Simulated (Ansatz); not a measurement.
**One elementary step**

Start structure (BH3O2, closed shell), relaxed at PBE0-D4/def2-TZVP:

```xyz
6
angstrom
B -0.1689 0.1380 -0.2787
O 0.8955 0.2772 0.5622
O -1.0179 -0.9017 -0.1064
H -0.7632 -1.4622 0.6337
H -0.3830 0.9072 -1.1717
H 1.4376 1.0415 0.3610
```

The step: BH₃O₂ ([OH][BH][OH]) → BHO ([BH][O]) + H₂O; bonds formed: O2–H4; bonds broken: B1–O2, O3–H4. Ansatz 0.2.0; basis: def2-TZVPP and def2-QZVPP; cores frozen in the correlated methods. Extrapolation: Hartree–Fock as exp(−7.88 √X), correlation as X^−2.97. Energies below are by CCSD(T) at an estimated basis limit (MP2 extrapolated from triple and quadruple zeta, plus CCSD(T) − MP2 in triple zeta).

What are the electronic barrier and the energy of the step, from the start structure to the end structure? (Judge from chemistry; the value comes from the calculation.)

Computed: Barrier 230.6 kJ/mol; step energy 164.4 kJ/mol (uphill); reverse barrier, their difference, 66.2 kJ/mol. Barrier and step energy count from the start structure, the reverse barrier from the end structure.

The saddle point: One imaginary mode of 1268i cm⁻¹.
```json
{"pair": "O2–H4", "start (Å)": "2.40", "saddle (Å)": "1.13", "end (Å)": "0.96"}
{"pair": "B1–O2", "start (Å)": "1.36", "saddle (Å)": "1.57", "end (Å)": "2.59"}
{"pair": "O3–H4", "start (Å)": "0.96", "saddle (Å)": "1.43", "end (Å)": "2.43"}
```

Zero-point energy (harmonic, PBE0-D4): ZPE is 112.3 kJ/mol at the start and 97.6 kJ/mol at the saddle, so the barrier goes from 230.6 to 215.9 kJ/mol.

First-order rate constant out of the start structure at 898 K by transition-state theory, with harmonic vibrational free energies alone and no tunnelling: ΔA‡ = 218.8 kJ/mol, so k = (kB T/h) exp(−ΔA‡/kB T) ≈ 10^1 s⁻¹ (an order of magnitude at best: rotation, the number of equivalent paths and anharmonicity are left out).

T1 diagnostic: at most 0.018.

Labels in which every atom is bracketed show which atoms are joined, not bond orders.

For scale, one of the runs: CCSD(T)/def2-TZVPP, 135 basis functions, launched by `ansatz run in.yaml --threads 2 --pin off --events-out ev --progress --plain --max-ram 4352MiB`. Time: 9 s of wall clock on 2 CPU threads of an Arm Neoverse V1; the host was shared. Peak host memory: 0.76 GiB.
